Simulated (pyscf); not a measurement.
Structures and frequencies: ωB97X-D3(BJ)/def2-SVP in PySCF.

### Question
For `[GaH]=[AsH]` + `[SiH4]` → `[SiH3][AsH][GaH2]`, an addition across a multiple bond or ene-type step (singlet surface; H–Si broken, As–Si, Ga–H formed), PBE/def2-TZVP gives ΔE‡ = 39.1 kJ/mol and ΔE = -113.7 kJ/mol (zero: the separated reactants). In which direction and how far do r²SCAN/def2-TZVP, PBE0-D3(BJ)/def2-TZVP, ωB97M-D3(BJ)/def2-TZVP move these?

### Answer
r²SCAN: ΔE‡ = 36.6 kJ/mol, ΔE = -129.0 kJ/mol; PBE0-D3(BJ): ΔE‡ = 33.5 kJ/mol, ΔE = -136.3 kJ/mol; ωB97M-D3(BJ): ΔE‡ = 54.5 kJ/mol, ΔE = -124.5 kJ/mol. PBE's barrier lies among them. Its reaction energy lies over all of them, by 10.8 to 22.7 kJ/mol. On the reactant side the descent ends in a complex, 20.9 kJ/mol under the separated species and 57.1 kJ/mol under the saddle at ωB97X-D3(BJ)/def2-TZVP. At the saddle there is also a short Ga–Si contact that neither side keeps. At ωB97X-D3(BJ) the barrier from the zero used here is 36.2 kJ/mol. H₃Si–AsH–GaH₂ is closed by a dative Ga–Si contact. HGa=AsH lies 51.3 kJ/mol over its isomer Ga–AsH₂ [singlet], and others may lie lower still (electronic energy, ωB97M-D3(BJ)). This is the saddle that the search found; another between the same sides may lie lower. Elements up to Kr have no core potential and no relativistic terms here.
